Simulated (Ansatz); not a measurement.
## Ansatz (development build ahead of 0.2.0) run

```yaml
crystal:
  periodic: [false, false, false]
  atoms:
    - { symbol: B, position_ang: [0.0, 0.0, -1.33639] }
    - { symbol: C, position_ang: [0.0, 0.0, 0.18268] }
    - { symbol: O, position_ang: [0.0, 0.0, 1.3146] }
    - { symbol: H, position_ang: [0.0, -1.18109, -1.64365] }
    - { symbol: H, position_ang: [-1.02285, 0.59055, -1.64365] }
    - { symbol: H, position_ang: [1.02285, 0.59055, -1.64365] }
basis:
  gaussian: { orbitals: cc-pVTZ }
hamiltonian:
  xc: hf
correlation:
  method: mp2
  frozen_orbitals: { B: 1, C: 1, H: 0, O: 1 }
```

The input is written out in the form of the current development build from the run's settings.

Output:

```
Converged                       : yes
Reference energy                : -139.19091 hartree
Correlation energy              : -0.50039 hartree
Total energy                    : -139.69130 hartree
Spin squared of the determinant : 0.000
```
